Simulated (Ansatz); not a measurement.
**singlet MgS: levels of theory in one basis**

```csv
atom,x (Å),y (Å),z (Å)
Mg,0.0000,0.0000,0.0000
S,0.0000,0.0000,2.0358
```

Basis set: def2-SVP (spherical functions). Left uncorrelated: 6 orbitals. Charge 0, multiplicity 1.

Computed with Ansatz (development build ahead of 0.2.0); each method stands on the lowest determinant of its kind that the runs found.

```
      method  E − E(RHF) (eV)  <S²> of the determinant
         RHF             0.00                        –
         UHF            -0.49                     1.01
     RHF-MP2            -4.46                        –
RHF-CCSDT(Q)            -5.12                        –
```

Q: What does RHF-CCSD(T) give on the same scale?

A: -5.07 eV.

Caution for RHF, RHF-MP2, RHF-CCSD(T), RHF-CCSDT(Q): an unrestricted determinant lies well below. Caution for UHF: the unrestricted determinant is a mixture of spin states.
